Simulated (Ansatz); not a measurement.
`F[S]` radical, relaxed with UKS PBE-D4/def2-SVP in the Gaussian-basis code of Ansatz from a rough embedded geometry. The force threshold is 0.03 eV/Å; the program also tests the step.

Charge 0, multiplicity 2.

Start:

```xyz
2

F    -0.110   -0.768    0.244
S     0.110    0.768   -0.244
```

Q: By how much does the energy fall, and how many steps does the optimiser take? (Best estimate.)

A: Ansatz gave: 0.26 kJ/mol, in 2 steps.

Q: Which bonds change most? (Best estimate.)

A: Computed: F1–S2 from 1.627 to 1.640 Å.

Q: Give the relaxed structure. (An estimate is asked.)

A: Computed: 
```xyz
2

F    -0.111   -0.774    0.246
S     0.111    0.774   -0.246
```
